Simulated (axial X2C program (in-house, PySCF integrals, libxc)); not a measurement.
# Testing model relations on Cl₂⁺

A bond curve at the CCSD(T) level, 2c, was computed with an in-house all-electron X2C program for linear molecules (integrals from PySCF) (basis Cl dyall-av3z [9s8p3d2f] (cores contracted in-house)) for the state Ω = 3/2 (⟨Sz⟩ = 0.50, ⟨Lz⟩ = 1.00 at HF). Its fit gives Re = 1.9204 Å, ωe = 622.5 cm⁻¹, ωexe = 2.79 cm⁻¹ and αe = 1.575e-03 cm⁻¹; the masses are 34.9689 and 34.9689 u. Two-component means X2C with spin–orbit coupling and atomic mean-field Coulomb and Gaunt terms.

Correlated methods: 13 electrons correlated (number of frozen shells: Cl 2 s, 1 p), 195 virtual spin orbitals or spinors in MP2, 90 natural virtuals in coupled cluster.

**Question.** Find the reduced mass, Be and the force constant.

**Answer.** From the CCSD(T) values: μ = 17.4844 u. Be = 16.8576/(μ Re²) = 0.2614 cm⁻¹. k = 5.8918×10⁻⁷ μ ωe² = 3.99 mdyn/Å.

**Question.** A Morse curve ties αe to the other constants (Pekeris). How well does that hold?

**Answer.** αe(Morse) = 6Be²/ωe × (√(ωexe/Be) − 1) = 1.493e-03 cm⁻¹; the CCSD(T) curve gives 1.575e-03 cm⁻¹, a ratio of 0.95.

**Question.** Where do the fundamental and the first overtone lie?

**Answer.** ν(1←0) = ωe − 2ωexe = 616.9 cm⁻¹; ν(2←0) = 2ωe − 6ωexe = 1228.3 cm⁻¹.

**Question.** Estimate the centrifugal constant by the Kratzer relation.

**Answer.** D = 4Be³/ωe² = 1.84e-07 cm⁻¹.

**Question.** Estimate De from a Morse curve and compare with the computed well depth of 3.623 eV to Cl+ + Cl.

**Answer.** De(Morse) = ωe²/(4ωexe) = 4.305 eV against 3.623 eV computed, a ratio of 1.19. The extrapolation overshoots: the well softens faster than a Morse curve, or the lowest atomic limit lies below the one to which the curve heads.

The state is a single determinant with fixed occupations, the lowest that a limited PBE0 search found. Dissociation energies refer to the lowest single-determinant-based atoms at the same level and basis. CCSD and (T) use frozen natural virtuals with an MP2 correction for the truncation; (T) itself is uncorrected, so its De runs slightly low.
